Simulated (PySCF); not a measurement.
## Dipole moment and polarisability of carbonyl fluoride

Compound: carbonyl fluoride, CF2O.
Structure used (PBE0-D3(BJ)/def2-SVP), in Å, numbered top down from 1:
```xyz
4
CF2O angstrom
O     -0.3473    1.0568    0.7936
C     -0.0629    0.0280    0.3117
F      0.9437   -0.7310    0.6569
F     -0.6988   -0.5626   -0.6650
```

Level: CAM-B3LYP/def2-SVPD (PySCF), static field, nuclei fixed, core orbitals frozen in the response. The polarisability tensor in these axes (au):

```
x   17.20 -2.17  1.52
y   -2.17 20.49  2.92
z    1.52  2.92 17.11
```

Problem. Give the principal values, the mean and the anisotropy Δα = √{½[(α1 − α2)² + (α2 − α3)² + (α1 − α3)²]}.

Solution. Principal values 13.71, 18.63 and 22.45 au; mean 18.27 au = 2.71 Å³ = 3.01 × 10⁻⁴⁰ C²·m²/J; Δα = 7.59 au (42 % of the mean).

Problem. What is the dipole moment, and where does it point?

Solution. (0.27, -0.97, -0.46) D, 1.11 D in size, pointing from the negative to the positive side. Measured along this direction, the outermost atoms are O1 at the negative end and F3 and F4 at the positive end.

Problem. Estimate the molar refractivity from the static electronic polarisability.

Solution. Lorentz–Lorenz: R = (4π/3)N_A α = 2.5225 cm³/(mol·Å³) × 2.71 Å³ = 6.8 cm³/mol, in the limit of long wavelengths.

Problem. Traceless (Buckingham) quadrupole moment about the centre of nuclear charge: eigenvalues?

Solution. -3.33, -0.17, 3.50 D·Å. The values depend on the origin, since the dipole doesn't vanish. The electronic extent ⟨r²⟩ about the same centre is 194 bohr², a root-mean-square distance of 1.30 Å for the 32 electrons.

Problem. Find the Langevin capture rate constant for NH4+ (18.034 u) meeting this molecule (65.992 u), k = 2.342 × 10⁻⁹ cm³/s × √(α in Å³ / reduced mass in u).

Solution. The reduced mass is 14.16 u, so k = 1.02 × 10⁻⁹ cm³/s. The formula leaves out the permanent dipole, which adds to the capture rate.

Problem. How large is μ²/3kT at 273 K beside α?

Solution. In Gaussian units μ²/3kT = 10.88 Å³ against 2.71 Å³, a ratio of 4.02; the Debye molar polarisation (4π/3)N_A(α + μ²/3kT) is 34.3 cm³/mol, leaving out the vibrational part.

Problem. In TDDFT the mean static polarisability is Σ f/ω² over all singlet excitations (ω in hartree). How much of it do the 10 lowest give? Their energies (eV) and oscillator strengths: 7.10, 0.0000; 9.23, 0.0314; 10.14, 0.1806; 10.33, 0.0074; 10.64, 0.0000; 10.84, 0.0089; 11.67, 0.0000; 11.73, 0.0007; 11.86, 0.0294; 11.98, 0.0023.

Solution. They add up to 1.85 au, 10.1 % of the 18.27 au; the largest single term is 1.30 au, from the state at 10.14 eV. Terms in order: 0.00, 0.27, 1.30, 0.05, 0.00, 0.06, 0.00, 0.00, 0.15, 0.01 au. Higher excitations give the rest. The strengths listed sum to 0.261.

Isolated species at its PBE0-D3(BJ)/def2-SVP geometry, gas phase.
